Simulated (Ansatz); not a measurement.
For rock-salt ZrC, PBE (PAW; Ansatz, an electronic-structure program) gives:

```
Item                  Value
------------------  -------
lattice constant a  4.709 Å
bulk modulus        222 GPa
```

What does B3LYP (VWN-RPA form) (Ansatz, PAW) give for the same quantities?


- lattice constant a: 4.734 Å (increases by 0.5 %)
- bulk modulus: 224 GPa (is nearly the same)

For comparison: lattice constant a 4.696 Å (measured, temperature not stated, not corrected to a static lattice; as tabulated in Zhang et al. (2018), doi:10.1088/1367-2630/aac7f0); bulk modulus 223 GPa (measured, temperature not stated, no zero-point or thermal correction, from single-crystal elastic constants, our sources range from 208 to 223; as tabulated in arXiv:1102.4063).

Changes are worked out from the printed values.

Unless a cell is named, each level is at its own relaxed cell (PBE 13.05, B3LYP (VWN-RPA form) 13.27 Å³/atom).

Ansatz's density-functional and Hartree–Fock values are scalar-relativistic unless marked +SOC, with PAW data made under PBE.
